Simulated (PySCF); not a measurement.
# H2O2 (SMILES OO): CCSDTQ/STO-3G

What is the energy change on altering one bond length of H2O2 at CCSDTQ/STO-3G? 

The results are computed with PySCF 2.14.0.

8 further runs of the same task are left out: 8 set aside as unsound or not needed.

### 1 The structure to begin with

H2O2: 4 atoms, total charge 0, spin state singlet. As SMILES, `OO`. The coordinates come from a PBE0-D4/def2-TZVP relaxation.

Bond lengths: O1–O2 1.426 Å, O1–H3 0.965 Å, O2–H4 0.965 Å. Angles: O1–O2–H4 101.1°, O2–O1–H3 101.1°.

### 2 A single-point energy at CCSDTQ/STO-3G

The input, calc.py:

```python
from pyscf import gto, scf, cc

mol = gto.Mole()
mol.atom = [
    ('O', (-0.486800, -0.581100, 0.030600)),
    ('O', (0.048300, 0.728400, 0.206900)),
    ('H', (0.186400, -1.117000, 0.467400)),
    ('H', (0.252100, 0.969800, -0.704900)),
]
mol.charge = 0
mol.verbose = 4
mol.basis = 'sto-3g'
mol.spin = 0
mol.max_memory = 1860
mol.build()

hf = scf.RHF(mol)
hf.conv_tol = 1e-10
hf.kernel()
if not hf.converged:
    hf = hf.newton().run(hf.mo_coeff, hf.mo_occ)

mycc = cc.CCSDTQ(hf, frozen=2)
mycc.kernel()
e_final = mycc.e_tot
print(f'total energy: {e_final:.8f} hartree')
```

Run with:

```console
OMP_NUM_THREADS=1 python calc.py
```

The log of the run:

```text
PySCF version 2.14.0

[INPUT] num. atoms = 4
[INPUT] num. electrons = 18
[INPUT] charge = 0
[INPUT] spin (= nelec alpha-beta = 2S) = 0
[INPUT] symmetry False subgroup None
[INPUT] Mole.unit = angstrom
[INPUT] Symbol           X                Y                Z      unit          X                Y                Z       unit  Magmom
[INPUT]  1 O     -0.486800000000  -0.581100000000   0.030600000000 AA   -0.919918677438  -1.098119850985   0.057825619412 Bohr   0.0
[INPUT]  2 O      0.048300000000   0.728400000000   0.206900000000 AA    0.091273771816   1.376476509133   0.390984335173 Bohr   0.0
[INPUT]  3 H      0.186400000000  -1.117000000000   0.467400000000 AA    0.352244949619  -2.110824081139   0.883257990622 Bohr   0.0
[INPUT]  4 H      0.252100000000   0.969800000000  -0.704900000000 AA    0.476399956003   1.832656395603  -1.332067945206 Bohr   0.0

nuclear repulsion = 37.2831187913281
number of shells = 8
number of NR pGTOs = 36
number of NR cGTOs = 12
basis = sto-3g
ecp = {}

******** <class 'pyscf.scf.hf.RHF'> ********
method = RHF
initial guess = minao
damping factor = 0
level_shift factor = 0
DIIS = <class 'pyscf.scf.diis.CDIIS'>
diis_start_cycle = 1
diis_space = 8
diis_damp = 0
SCF conv_tol = 1e-10
SCF conv_tol_grad = None
SCF max_cycles = 50
direct_scf = True
direct_scf_tol = 1e-13
Set gradient conv threshold to 1e-05
Initial guess from minao.
init E= -148.68514393493
  HOMO = -0.298990407989592  LUMO = 0.128739623208676  gap/eV = 11.63913
cycle= 1 E= -148.731127004828  delta_E= -0.046  |g|= 0.257  |ddm|= 2.43
  HOMO = -0.308003259676282  LUMO = 0.545567582430329  gap/eV = 23.22685
cycle= 2 E= -148.759686276381  delta_E= -0.0286  |g|= 0.042  |ddm|= 0.412
  HOMO = -0.365220554312764  LUMO = 0.483053100212072  gap/eV = 23.08270
cycle= 3 E= -148.760511986862  delta_E= -0.000826  |g|= 0.00752  |ddm|= 0.0738
  HOMO = -0.364553907262241  LUMO = 0.483515564326829  gap/eV = 23.07715
cycle= 4 E= -148.760539360397  delta_E= -2.74e-05  |g|= 0.00106  |ddm|= 0.0133
  HOMO = -0.364365966968049  LUMO = 0.483664816243952  gap/eV = 23.07609
cycle= 5 E= -148.760540450613  delta_E= -1.09e-06  |g|= 0.000371  |ddm|= 0.00294
  HOMO = -0.364389802314508  LUMO = 0.483612864970946  gap/eV = 23.07533
cycle= 6 E= -148.760540615319  delta_E= -1.65e-07  |g|= 8.41e-05  |ddm|= 0.00156
  HOMO = -0.364384408288131  LUMO = 0.483621840275316  gap/eV = 23.07543
cycle= 7 E= -148.76054062411  delta_E= -8.79e-09  |g|= 1.24e-05  |ddm|= 0.00036
  HOMO = -0.364385590999197  LUMO = 0.483620604509593  gap/eV = 23.07542
cycle= 8 E= -148.760540624266  delta_E= -1.55e-10  |g|= 1.36e-06  |ddm|= 4.94e-05
  HOMO = -0.36438571165209  LUMO = 0.483620459975506  gap/eV = 23.07542
cycle= 9 E= -148.760540624267  delta_E= -1.22e-12  |g|= 2.48e-07  |ddm|= 3.85e-06
  HOMO = -0.364385725328044  LUMO = 0.483620433863505  gap/eV = 23.07542
Extra cycle  E= -148.760540624267  delta_E= -2.56e-13  |g|= 8.75e-08  |ddm|= 4.55e-07
converged SCF energy = -148.760540624267

******** <class 'pyscf.cc.rccsdtq.RCCSDTQ'> ********
RCCSDTQ nocc = 7, nmo = 10
Allocating only the i<=j<=k<=l part of the T4 amplitude in memory
frozen orbitals 2
max_cycle = 50
conv_tol = 1e-07
conv_tol_normt = 1e-06
diis with the T4 amplitude
diis_space = 6
diis_start_cycle = 0
diis_start_energy_diff = 1e+09
einsum_backend: numpy
_make_eris_incore_RCCSDTQ
blksize  4
Approximate memory usage estimate
    T4 memory                 133 KB
    R4 memory                 133 KB
    Symmetrized T4 memory     106 KB
    ERIs memory              78.1 KB
    T1-ERIs memory           78.1 KB
    Intermediates memory     62.0 KB
    Block workspace           324 KB
    T4 einsum buffer          324 KB
Init t2, MP2 energy = -148.836545058581  E_corr(MP2) -0.076004434314
Init E_corr(RCCSDTQ) = -0.0760044343138376
cycle =  1  E_corr(RCCSDTQ) = -0.094434068166  dE = -1.842963385229e-02  norm(d tamps) = 5.19987825e-02
cycle =  2  E_corr(RCCSDTQ) = -0.100642837948  dE = -6.208769782315e-03  norm(d tamps) = 2.13038487e-02
cycle =  3  E_corr(RCCSDTQ) = -0.104948550435  dE = -4.305712486683e-03  norm(d tamps) = 9.92761504e-03
cycle =  4  E_corr(RCCSDTQ) = -0.105009748956  dE = -6.119852126400e-05  norm(d tamps) = 1.80207492e-03
cycle =  5  E_corr(RCCSDTQ) = -0.104974089213  dE =  3.565974363877e-05  norm(d tamps) = 8.74030054e-04
cycle =  6  E_corr(RCCSDTQ) = -0.104972905787  dE =  1.183425864179e-06  norm(d tamps) = 2.44722687e-04
cycle =  7  E_corr(RCCSDTQ) = -0.104973270960  dE = -3.651728100185e-07  norm(d tamps) = 9.11264333e-05
cycle =  8  E_corr(RCCSDTQ) = -0.104974481035  dE = -1.210075674996e-06  norm(d tamps) = 3.78581931e-05
cycle =  9  E_corr(RCCSDTQ) = -0.104975320649  dE = -8.396140600830e-07  norm(d tamps) = 1.99080283e-05
cycle = 10  E_corr(RCCSDTQ) = -0.104975163644  dE =  1.570056242794e-07  norm(d tamps) = 6.90294979e-06
cycle = 11  E_corr(RCCSDTQ) = -0.104974878121  dE =  2.855228391357e-07  norm(d tamps) = 3.14715377e-06
cycle = 12  E_corr(RCCSDTQ) = -0.104974760367  dE =  1.177539827452e-07  norm(d tamps) = 1.21564093e-06
cycle = 13  E_corr(RCCSDTQ) = -0.104974723400  dE =  3.696731798453e-08  norm(d tamps) = 5.29355863e-07
RCCSDTQ converged
E(RCCSDTQ) = -148.8655153476669   E_corr = -0.1049747233996675
E_corr(same-spin) = -0.0046594351331336
E_corr(oppo-spin) = -0.100315288266534
total energy: -148.86551535 hartree
```

Wall time 2.1 s (1 thread of Arm Neoverse V2, shared host); peak memory 0.11 GiB.

### 3 The distorted shape

The input, input.py:

```python
from pyscf import gto, cc

molecule = gto.Mole()
molecule.atom = [
    ('O', (-0.588706, -0.701807, 0.486527)),
    ('O', (-0.053606, 0.607693, 0.662827)),
    ('H', (0.084494, -1.237707, 0.923327)),
    ('H', (0.252100, 0.969800, -0.704900)),
]
molecule.verbose = 3
molecule.basis = 'sto-3g'
molecule.charge = 0
molecule.max_memory = 1860
molecule.build()

mf = molecule.RHF()
mf.conv_tol = 1e-10
mf.kernel()
if not mf.converged:
    mf = mf.newton().run(mf.mo_coeff, mf.mo_occ)

mycc = cc.CCSDTQ(mf, frozen=2)
mycc.kernel()
e_tot = mycc.e_tot
print('E = %.10f Eh' % e_tot)
```

Run with:

```console
OMP_NUM_THREADS=1 python input.py
```

The log of the run:

```text
converged SCF energy = -148.657072260188
_make_eris_incore_RCCSDTQ
RCCSDTQ converged
E(RCCSDTQ) = -148.8159794540923   E_corr = -0.1589071939043161
E_corr(same-spin) = -0.00679568993412407
E_corr(oppo-spin) = -0.152111503970192
E = -148.8159794541 Eh
```

Run time: 3 s. Hardware: 1 thread of Arm Neoverse V2, shared host; peak memory 0.12 GiB.

### 4 What came out

At CCSDTQ/STO-3G, 2 core orbitals frozen:

```
                                                         quantity          value
                                        first shape: total energy  -148.86552 Eh
                first shape: dipole moment (Hartree–Fock density)         1.57 D
                 first shape: HOMO energy (Hartree–Fock orbitals)       -9.92 eV
                 first shape: LUMO energy (Hartree–Fock orbitals)       13.16 eV
               first shape: HOMO–LUMO gap (Hartree–Fock orbitals)       23.08 eV
         first shape: correlation energy (2 core orbitals frozen)     -105.0 mEh
                                       first shape: T1 diagnostic          0.007
                                    distorted shape: total energy  -148.81598 Eh
            distorted shape: dipole moment (Hartree–Fock density)         1.39 D
             distorted shape: HOMO energy (Hartree–Fock orbitals)       -9.30 eV
             distorted shape: LUMO energy (Hartree–Fock orbitals)        7.58 eV
           distorted shape: HOMO–LUMO gap (Hartree–Fock orbitals)       16.88 eV
     distorted shape: correlation energy (2 core orbitals frozen)     -158.9 mEh
                                   distorted shape: T1 diagnostic          0.015
energy change with the O2–H4 bond stretched from 0.965 to 1.447 Å       1.348 eV
```

**Reading.** With the O2–H4 bond stretched from 0.965 to 1.447 Å the energy rises by 1.35 eV (130 kJ/mol). The first shape isn't relaxed at this level, so the change isn't measured from a minimum. The minimal basis adds a large error of its own. Mulliken charges (first shape) of the mean-field density run from -0.20 on O1 to +0.20 on H3; they depend strongly on the basis.
